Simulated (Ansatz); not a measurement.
The input, for Ansatz 0.2.0:

```yaml
crystal:
  periodic: [false, false, false]
  atoms:
    - {symbol: B, position_ang: [0.000000, 0.000000, 0.000000]}
    - {symbol: Cl, position_ang: [0.000000, 0.000000, 1.696600]}
basis:
  gaussian: {orbitals: cc-pVDZ}
total_charge: 1
magnetization: {spin_polarized: true, initial_magnetization: 3}
hamiltonian: {xc: {name: wB97M-V}}
output: {orbitals: {seedname: orbitals}}
```

```sh
$ ansatz run in.yaml --threads 1 --pin off --events-out ev --progress --plain --max-ram 2816MiB --backend cpu
```

The program prints:

```
  # Of w^i u^j: cxij and so on, Table III.
  gx(w, u) = 1 - cx + cx01*u + cx10*w
  gss(w, u) = css00 + css04*u^4 + css10*w + css20*w^2 + css43*w^4*u^3
  gos(w, u) = cos00 + cos10*w + (cos20 + cos21*u)*w^2 + (cos60 + cos61*u)*w^6
      + integral(e_c_pw_mod_opposite_spin*gos(b97_w_opposite, b97_u_opposite)) + vv10(b, c)
329 factors; integrals over basis functions are off by at most 8.4e-4 eV
85 factors; integrals over basis functions are off by at most 3.0e-5 eV
mean field evaluation 1: about -13179.7264 eV, gradient 7.3e0 eV
mean field evaluation 2: about -13180.2179 eV, gradient 2.6e0 eV
mean field evaluation 4: about -13180.3222 eV, gradient 2.7e-1 eV
mean field evaluation 8: about -13180.3811 eV, gradient 1.2e-2 eV
mean field evaluation 16: about -13180.4304 eV, gradient 3.7e-1 eV
mean field evaluation 32: about -13180.3811 eV, gradient 5.2e-4 eV
mean field -13180.67490454 eV, -484.3808685596 hartree, gradient 1.8e-5 eV, S^2 3.752233; 3 other end points of the search recorded, 0 dependent functions left out
reference -13180.67493014 eV, -484.3808695004 hartree; 12, 9 occupied and 20, 23 virtual orbitals, 329 factors
Total energy: -13180.67493014 eV, -484.3808695004 hartree
```

Ran on 1 thread of AMD EPYC 7R13, shared host: 4.1 s wall, 0.18 GiB peak host memory.
